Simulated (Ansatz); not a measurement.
# C2H4ClNO: basis-set convergence

The task here is to estimate one member of a computed series from the others.

The runs use Ansatz 0.2.0, Gaussian basis; one geometry, several basis sets.

The runs, in order: PBE0-D4/def2-SVP; ωB97M-V/def2-SVP; PBE0-D4/def2-QZVPP; ωB97M-V/def2-QZVPP; the functionals' def2-TZVPP values are taken from earlier runs.

### The geometry

An earlier PBE0-D4 in a triple-zeta def2 set relaxation fixed the geometry.

SMILES `N/C(Cl)=C\O`, 9 atoms, charge 0, spin multiplicity 1.

Atoms are counted from 1 here; the program's logs count them from 0.

Bond lengths: N1–C2 1.402 Å, N1–H6 1.013 Å, N1–H7 1.013 Å, C2–Cl3 1.745 Å, C2–C4 1.332 Å, C4–O5 1.342 Å, C4–H8 1.081 Å, O5–H9 0.971 Å. Angles: C2–N1–H6 112.6°, C2–N1–H7 112.6°, H6–N1–H7 108.3°, N1–C2–Cl3 119.7°, N1–C2–C4 120.1°, Cl3–C2–C4 120.2°, C2–C4–O5 122.7°, C2–C4–H8 123.1°, O5–C4–H8 114.3°, C4–O5–H9 105.7°.

Coordinates:

```xyz
9
C2H4ClNO
N     0.7664    0.9548    0.0475
C     0.3066   -0.2942   -0.3924
Cl    1.2170   -1.1793   -1.5892
C    -0.8213   -0.8030    0.1019
O    -1.5607   -0.1659    1.0236
H     0.8200    1.6351   -0.7016
H     1.6751    0.8999    0.4925
H    -1.2194   -1.7611   -0.2029
H    -1.0954    0.6675    1.2035
```

The first run:

File in.yaml:

```yaml
crystal:
  periodic: [false, false, false]
  atoms:
    - {symbol: N, position_ang: [0.766369, 0.954843, 0.047476]}
    - {symbol: C, position_ang: [0.306588, -0.294220, -0.392369]}
    - {symbol: Cl, position_ang: [1.217001, -1.179259, -1.589225]}
    - {symbol: C, position_ang: [-0.821269, -0.802992, 0.101934]}
    - {symbol: O, position_ang: [-1.560720, -0.165881, 1.023621]}
    - {symbol: H, position_ang: [0.820025, 1.635077, -0.701633]}
    - {symbol: H, position_ang: [1.675063, 0.899910, 0.492477]}
    - {symbol: H, position_ang: [-1.219363, -1.761131, -0.202874]}
    - {symbol: H, position_ang: [-1.095396, 0.667453, 1.203495]}
basis:
  gaussian: {orbitals: def2-SVP}
hamiltonian: {xc: pbe0, dispersion: d4}
output: {orbitals: {seedname: orbitals}}
```

Command:

```sh
ansatz run in.yaml --threads 2 --pin off --events-out ev --progress --plain --max-ram 4352MiB
```

Steps of the session up to this table: PBE0-D4 in def2-SVP; ωB97M-V in def2-SVP; PBE0-D4 in def2-QZVPP; ωB97M-V in def2-QZVPP.

One table of the session follows, with a row left open; its other results are not shown here.

It belongs to the step «Density functionals: the series». 

```
functional       basis  HOMO (eV)  LUMO (eV)
   PBE0-D4    def2-SVP          ?          ?
   PBE0-D4  def2-TZVPP      -6.44       0.54
   PBE0-D4  def2-QZVPP      -6.49       0.28
   ωB97M-V    def2-SVP      -8.41       3.09
   ωB97M-V  def2-TZVPP      -8.63       2.14
   ωB97M-V  def2-QZVPP      -8.69       1.45
```

Q: Estimate the row for PBE0-D4, def2-SVP from the others.

As computed: HOMO (eV): -6.26; LUMO (eV): 0.85. In the column «HOMO (eV)» it is the highest.
